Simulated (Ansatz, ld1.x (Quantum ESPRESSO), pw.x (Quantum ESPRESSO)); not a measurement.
What a changed setting does to a pw.x run (bcc K)

Potential: PAW, ld1.x (Quantum ESPRESSO) 7.5, PBEsol; core [Ne], reference 3s2 3p6 3d0 4s0.75 4p0; waves: 3s (bound): rcut 1.70, rcutus 1.85 bohr; 4s (bound): rcut 1.70, rcutus 1.85 bohr; 3p (bound): rcut 2.35, rcutus 2.85 bohr; 4p (bound, empty): rcut 2.35, rcutus 2.85 bohr; 3d (bound, empty): rcut 3.60, rcutus 4.50 bohr; 3d channel at 0.85 Ry: rcut 3.60, rcutus 4.50 bohr; local part: all-electron potential smoothed inside 3.75 bohr (lloc = -1); core correction: a·sin(br)/r model core inside 1.84 bohr; augmentation: PSQ, inside the norm-conserving radii.

The reference run (k-mesh 9³, cutoffs 40/320 Ry, Fermi–Dirac 0.01 Ry, mixing_beta 0.4, conv_thr 1e-9, no spin) gives 0.02 GPa at 71.488 Å³/atom, where all-electron LAPW gives -0.01 GPa. This run, with its own iteration cap, changes mixing_ndim to 4.

```
&control
  calculation='scf', prefix='x', pseudo_dir='./', outdir='./tmp', tstress=.true., disk_io='none'
/
&system
  ibrav=0, nat=1, ntyp=1, ecutwfc=40, ecutrho=320, nbnd=12,
  occupations='smearing', smearing='fd', degauss=0.01
/
&electrons
  conv_thr=1e-09, mixing_beta=0.4, electron_maxstep=50, mixing_ndim=4
/
ATOMIC_SPECIES
K 1.0 K.UPF
CELL_PARAMETERS angstrom
  -2.61451448 2.61451448 2.61451448
  2.61451448 -2.61451448 2.61451448
  2.61451448 2.61451448 -2.61451448
ATOMIC_POSITIONS crystal
K 0.0000 0.0000 0.0000
K_POINTS automatic
9 9 9 0 0 0
```

```bash
pw.x < K.scf.in > K.scf.out
```

How does the run end?

It converges in 15 iterations; the free energy moves by +0.0 meV/atom and the pressure by +0.00 GPa. The result is that of the reference run.

```
Message from routine setup:
     using ibrav=0 with symmetry is DISCOURAGED, use correct ibrav instead
     lattice parameter (alat)  =       8.5576  a.u.
     unit-cell volume          =     482.4249 (a.u.)^3
     number of electrons       =         9.00
     number of Kohn-Sham states=           12
     kinetic-energy cutoff     =      40.0000  Ry
     charge density cutoff     =     320.0000  Ry
     scf convergence threshold =      1.0E-09
     Exchange-correlation= SLA  PW   PSX  PSC
     number of k points=    35  Fermi-Dirac smearing, width (Ry)=  0.0100
     iteration #  1     ecut=    40.00 Ry     beta= 0.40
     total energy              =    -111.37806792 Ry
     estimated scf accuracy    <       0.05977713 Ry
     iteration #  2     ecut=    40.00 Ry     beta= 0.40
     total energy              =    -111.37300104 Ry
     estimated scf accuracy    <       0.01274985 Ry
     iteration #  3     ecut=    40.00 Ry     beta= 0.40
     total energy              =    -111.37713138 Ry
     estimated scf accuracy    <       0.00032897 Ry
     iteration #  4     ecut=    40.00 Ry     beta= 0.40
     c_bands:  2 eigenvalues not converged
     c_bands:  3 eigenvalues not converged
     c_bands:  1 eigenvalues not converged
     c_bands:  3 eigenvalues not converged
     c_bands:  3 eigenvalues not converged
     c_bands:  1 eigenvalues not converged
     [... 13 repeated lines left out ...]
     total energy              =    -111.37826681 Ry
     estimated scf accuracy    <       0.00176374 Ry
     iteration #  5     ecut=    40.00 Ry     beta= 0.40
     total energy              =    -111.37768522 Ry
     estimated scf accuracy    <       0.00183860 Ry
     iteration #  6     ecut=    40.00 Ry     beta= 0.40
     total energy              =    -111.37744886 Ry
     estimated scf accuracy    <       0.00077682 Ry
     [... 3 iterations left out ...]
     iteration # 10     ecut=    40.00 Ry     beta= 0.40
     [... 21 repeated lines left out ...]
     total energy              =    -111.37740069 Ry
     estimated scf accuracy    <       0.00000670 Ry
     iteration # 11     ecut=    40.00 Ry     beta= 0.40
     [... 1 repeated lines left out ...]
     total energy              =    -111.37740166 Ry
     estimated scf accuracy    <       0.00000972 Ry
     iteration # 12     ecut=    40.00 Ry     beta= 0.40
     [... 1 repeated lines left out ...]
     total energy              =    -111.37740168 Ry
     estimated scf accuracy    <       0.00000107 Ry
     iteration # 13     ecut=    40.00 Ry     beta= 0.40
     total energy              =    -111.37740198 Ry
     estimated scf accuracy    <       0.00000010 Ry
     iteration # 14     ecut=    40.00 Ry     beta= 0.40
     total energy              =    -111.37740196 Ry
     estimated scf accuracy    <       0.00000004 Ry
     iteration # 15     ecut=    40.00 Ry     beta= 0.40
     the Fermi energy is     1.8301 ev
!    total energy              =    -111.37740196 Ry
     estimated scf accuracy    <          9.5E-11 Ry
     smearing contrib. (-TS)   =      -0.00327985 Ry
     The total energy is F=E-TS. E is the sum of the following terms:
     one-electron contribution =     -35.46970827 Ry
     hartree contribution      =      19.70636451 Ry
     xc contribution           =      -8.48350646 Ry
     ewald contribution        =     -29.83149513 Ry
     one-center paw contrib.   =     -57.29577676 Ry
     convergence has been achieved in  15 iterations
          total   stress  (Ry/bohr**3)                   (kbar)     P=        0.18
     Message from routine punch:
     Nothing written, as per user request (disk_io='none')
```

The run took about 40 s on one core of a shared host (Neoverse-V1, 32 threads, 247 GiB, load 19).
